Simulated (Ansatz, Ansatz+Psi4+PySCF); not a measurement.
```xyz
2

Si    0.0000    0.0000   -0.7546
N     0.0000    0.0000    0.7546
```

Basis set: cc-pVTZ on N; cc-pV(T+d)Z on Si (spherical functions). Left uncorrelated: 6 orbitals. Correlation on ROHF uses semicanonical orbitals with singles. Charge 0, multiplicity 2.

Computed with Ansatz (development build ahead of 0.2.0); the reference of a correlated method needn't be the lowest determinant of its kind.

**Question.** Give the atomization energy at this shape (free ground-state atoms in the same class of orbitals less the molecule, no zero-point energy) of doublet SiN by UHF-BCCD(T), ROHF-CCSD(T), UHF-CCSD(T).

**Answer.**

| method | atomization energy |
| --- | --- |
| UHF-BCCD(T) | 4.13 eV |
| ROHF-CCSD(T) | 4.13 eV |
| UHF-CCSD(T) | 4.10 eV |

Caution: the reference determinant was not shown to be the lowest.
